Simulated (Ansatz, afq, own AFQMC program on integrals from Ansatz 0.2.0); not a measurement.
**AFQMC, coupled cluster and functionals along a coordinate of AlSi, quartet**

```yaml
atoms:
  - { symbol: Si, position_ang: [0.0000, 0.0000, 0.0000] }
  - { symbol: Al, position_ang: [0.0000, 0.0000, 2.4162] }
```

The Si1–Al2 distance is changed with both sides rigid. Energies in mEh count from this geometry (2.416 Å) at the same level; the start stands on UHF, each point on the determinant named.

Basis cc-pVDZ. Noble-gas cores (and the filled d shells of Ga–Kr and In–Xe) are frozen. AFQMC by an in-house program on the Cholesky factors that Ansatz 0.2.0 writes for its CCSD(T) run. ph-AFQMC/CISD is guided by a CISD state made of CCSD amplitudes; releasing the constraint for a short imaginary time cuts its bias at the price of noise, slowly where states lie close. Uncertainties: one standard error, sampling alone.

Cautions, each for one point or more: lower spins were not checked; raised T1 diagnostic; the ph-AFQMC/CISD walk drifts between its halves.

| r(Si1–Al2) / Å | det. | T1 | weight | ⟨S²⟩ | B3LYP | wB97M-V | CCSD(T) |
| --- | --- | --- | --- | --- | --- | --- | --- |
| 1.908 | UHF | 0.032 | 0.87 | 3.76 | 77.4 | 76.8 | 84.9 |
| 2.889 | UHF | 0.044 | 0.85 | 3.77 | 13.5 | 14.8 | 13.9 |
| 3.917 | UHF | 0.037 | 0.85 | 3.78 | 58.6 | 65.0 | 62.0 |
| 5.406 | UHF | 0.013 | 0.88 | 3.78 | 80.9 | 86.8 | 78.5 |
| 8.194 | UHF | 0.012 | 0.88 | 3.78 | 85.7 | 89.5 | 80.3 |

Question: Estimate the curve of full CI, counted from the same start.

Answer: 
```csv
r(Si1–Al2) / Å,det.,T1,weight,⟨S²⟩,FCI,ph-AFQMC/CISD,CCSDT(Q)
1.908,UHF,0.032,0.87,3.76,85.1,85.0 ± 0.2,85.2
2.889,UHF,0.044,0.85,3.77,13.5,14.0 ± 0.2,13.4
3.917,UHF,0.037,0.85,3.78,59.8,62.4 ± 0.2,59.7
5.406,UHF,0.013,0.88,3.78,79.2,79.4 ± 0.2,79.6
8.194,UHF,0.012,0.88,3.78,81.5,81.2 ± 0.2,81.5
```

Weight is that of the determinant in the CISD state; at the start T1 is 0.032 and the weight 0.86, and ⟨S²⟩ is 3.77. Largest departures from full CI: CCSD(T) 2.3 mEh at 3.917 (on UHF), ph-AFQMC/CISD 2.7 mEh at 3.917 (on UHF), CCSDT(Q) 0.4 mEh at 5.406 (on UHF), B3LYP -7.8 mEh at 1.908, wB97M-V -8.4 mEh at 1.908. Functionals count only at points shown to share the start's state and spin. In this small basis the wave-function levels are far from their limit, so their gap to the functionals isn't the functionals' error. In total energy ph-AFQMC/CISD lies 25 ± 4 meV above full CI at the start, so its agreement along the curve rests in part on cancellation.

CCSDT and higher add their correlation energy to the determinant of the CCSD(T) run, since their own runs factorise the integrals more tightly (a shift of under 2 meV). A walk keeps the symmetry of its determinant, which the program's search chose and which needn't be the lowest solution, so a lower state of the same spin and another symmetry isn't excluded.
